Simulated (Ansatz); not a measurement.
Molecule (SMILES): Cl[CH]Cl, doublet.
Atoms: C1, Cl2, Cl3, H4. Bonds: C1-Cl2, C1-Cl3, C1-H4.

Basis-set convergence of the highest harmonic wavenumber at PBE0 with Ansatz (a first-principles code). Each level at its own minimum, finite differences of forces, unscaled; the reference is a large set that could be run, not a limit. Cartesian d functions, on some or all atoms, in 6-31G*, 6-31+G*, 6-311G**, 6-311+G**; all else is spherical. The program fits the integrals of some runs and decomposes those of others, by size. Open shells are unrestricted. No added dispersion term, no relativity. Reference: the value in aug-pcseg-2, 3244 cm⁻¹. Deviations are taken from unrounded values.

```json
[
 {"basis": "6-31G*", "functions": "55", "highest harmonic wavenumber (cm⁻¹)": "3279"},
 {"basis": "6-31+G*", "functions": "67", "highest harmonic wavenumber (cm⁻¹)": "3277"},
 {"basis": "def2-SVP", "functions": "55", "highest harmonic wavenumber (cm⁻¹)": "3250"},
 {"basis": "def2-SVPD", "functions": "82", "highest harmonic wavenumber (cm⁻¹)": "3246"},
 {"basis": "pcseg-1", "functions": "55", "highest harmonic wavenumber (cm⁻¹)": "3258"},
 {"basis": "aug-pcseg-1", "functions": "86", "highest harmonic wavenumber (cm⁻¹)": "3239"},
 {"basis": "cc-pV(D+d)Z", "functions": "65", "highest harmonic wavenumber (cm⁻¹)": "3242"},
 {"basis": "aug-cc-pV(D+d)Z", "functions": "96", "highest harmonic wavenumber (cm⁻¹)": "3241"},
 {"basis": "6-311G**", "functions": "78", "highest harmonic wavenumber (cm⁻¹)": "3249"},
 {"basis": "6-311+G**", "functions": "90", "highest harmonic wavenumber (cm⁻¹)": "3244"},
 {"basis": "def2-TZVP", "functions": "111", "highest harmonic wavenumber (cm⁻¹)": "3241"},
 {"basis": "def2-TZVPD", "functions": "138", "highest harmonic wavenumber (cm⁻¹)": "3242"},
 {"basis": "pcseg-2", "functions": "112", "highest harmonic wavenumber (cm⁻¹)": "3244"},
 {"basis": "aug-pcseg-2", "functions": "169", "highest harmonic wavenumber (cm⁻¹)": "3244"},
 {"basis": "def2-TZVPP", "functions": "129", "highest harmonic wavenumber (cm⁻¹)": "3242"},
 {"basis": "def2-TZVPPD", "functions": "156", "highest harmonic wavenumber (cm⁻¹)": "3243"}
]
```

What the diffuse functions change, pair by pair:
- 6-31G* to 6-31+G*: 12 more functions, deviation 35 to 33 cm⁻¹
- def2-SVP to def2-SVPD: 27 more functions, deviation 5 to 2 cm⁻¹
- pcseg-1 to aug-pcseg-1: 31 more functions, deviation 14 to -5 cm⁻¹
- cc-pV(D+d)Z to aug-cc-pV(D+d)Z: 31 more functions, deviation -3 to -3 cm⁻¹
- 6-311G** to 6-311+G**: 12 more functions, deviation 5 to 0 cm⁻¹
- def2-TZVP to def2-TZVPD: 27 more functions, deviation -3 to -2 cm⁻¹
- pcseg-2 to aug-pcseg-2: 57 more functions, deviation -1 to 0 cm⁻¹
- def2-TZVPP to def2-TZVPPD: 27 more functions, deviation -2 to -1 cm⁻¹

Leaving out the reference's own pair, they bring the value nearer the reference by more than 1 cm⁻¹ in 4 of 7 pairs.
